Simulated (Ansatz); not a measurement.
# HN2Si: the cost of one run

Program: Ansatz 0.2.0, Gaussian basis. Level of theory: def2-QZVPP, core rule «outside noble gas», up to 7 orbitals frozen. These are calculated values, not measurements.

The runs, in order: UHF; ROHF; CCSD(T) on UHF.

3 further runs of the same task are left out: 1 that didn't finish, 2 set aside as unsound or not needed. Runs told in other sessions of the task aren't counted.

## Step 1: The system

The geometry is a PBE0/def2-TZVP stationary point (not a proven minimum) of the parent state, kept for this charge and spin.

4 atoms, charge 0, spin multiplicity 6.

Atoms are counted from 1 here; the program's logs count them from 0.

Bond lengths: N1–Si2 1.595 Å, N1–H4 1.005 Å, Si2–N3 1.809 Å. Angles: Si2–N1–H4 144.7°, N1–Si2–N3 105.3°.

Coordinates:

```xyz
4
HN2Si
N     0.0000   -0.4850    1.2541
Si    0.0000    0.5242    0.0187
N     0.0000   -0.5264   -1.4541
H     0.0000   -0.5535    2.2570
```

## Step 2: UHF

Input file in.yaml:

```yaml
crystal:
  periodic: [false, false, false]
  atoms:
    - {symbol: N, position_ang: [0.000000, -0.484969, 1.254083]}
    - {symbol: Si, position_ang: [0.000000, 0.524235, 0.018749]}
    - {symbol: N, position_ang: [0.000000, -0.526367, -1.454098]}
    - {symbol: H, position_ang: [0.000000, -0.553520, 2.257049]}
basis:
  gaussian: {orbitals: "def2-QZVPP.json"}
magnetization: {spin_polarized: true, initial_magnetization: 5}
hamiltonian: {xc: hf}
output: {orbitals: {seedname: orbitals}}
```

The run is started by

```
ansatz run in.yaml --threads 1 --pin off --events-out ev --progress --plain --max-ram 2393MiB
```

What time and memory should one allow on 1 thread of Arm Neoverse V1, shared host?

About 34 s, with a peak of 0.5 GiB.
